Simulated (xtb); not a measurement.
# singlet CH3BCl+ at GFN2-xTB (ddCOSMO hexadecane)

Aim: a structure relaxation of singlet CH3BCl+. 

The results are computed with xtb 6.7.1.

4 further runs of the same task are left out: 4 set aside as unsound or not needed.

**1. The molecule**

The species is CH3BCl+ (6 atoms), meant as a singlet with charge +1. SMILES of the parent species: `C[B]Cl`. Geometry: relaxed at PBE0-D4/def2-TZVP. That shape belongs to the parent species and isn't relaxed for this state. The run starts from this shape.

Bond lengths: C1–B2 1.544 Å, B2–Cl3 1.727 Å, C1–H4 1.099 Å, C1–H5 1.095 Å, C1–H6 1.091 Å. Angles: C1–B2–Cl3 126.1°, B2–C1–H4 106.5°, B2–C1–H5 113.2°, B2–C1–H6 113.0°, H4–C1–H5 107.2°, H4–C1–H6 106.6°, H5–C1–H6 109.9°.

**2. A geometry optimisation at GFN2-xTB (ddCOSMO hexadecane)**

detailed.inp

```
$chrg 1
$spin 0
$opt
   engine=rf
$end
```

struc.xyz

```xyz
6

C     -0.28990     0.32520    -0.31240
B      0.19530    -1.05950     0.16770
Cl     1.46780    -1.35570     1.29780
H     -1.07350     0.64170     0.39070
H      0.49420     1.08880    -0.28970
H     -0.75200     0.29540    -1.30040
```

Command:

```console
$ xtb struc.xyz --cma --pop --cycles 500 --input detailed.inp --cosmo hexadecane --opt > struc.out 2> xtb.err
```

**Question.** What will come out? Wanted: total energy at the end; HOMO energy; LUMO energy; HOMO–LUMO gap; dispersion energy; solvent term in the energy; mean polarisability.

**Answer.** As computed:

Level: GFN2-xTB (ddCOSMO hexadecane).

| quantity | value |
| --- | --- |
| total energy at the end | -9.06867 Eh |
| HOMO energy | -16.19 eV |
| LUMO energy | -10.69 eV |
| HOMO–LUMO gap | 5.49 eV |
| dispersion energy | -4.69 kJ/mol |
| solvent term in the energy | -173.6 kJ/mol |
| mean polarisability (D4 model) | 39.0 bohr³ |

What this shows: At the final geometry: Bond lengths: C1–B2 1.488 Å, B2–Cl3 1.549 Å, C1–H4 1.094 Å, C1–H5 1.094 Å, C1–H6 1.094 Å. Angles: C1–B2–Cl3 179.7°, B2–C1–H4 112.4°, B2–C1–H5 112.5°, B2–C1–H6 112.6°, H4–C1–H5 106.3°, H4–C1–H6 106.3°, H5–C1–H6 106.3°. The optimisation took 12 steps and changed the energy by -1.222 eV.
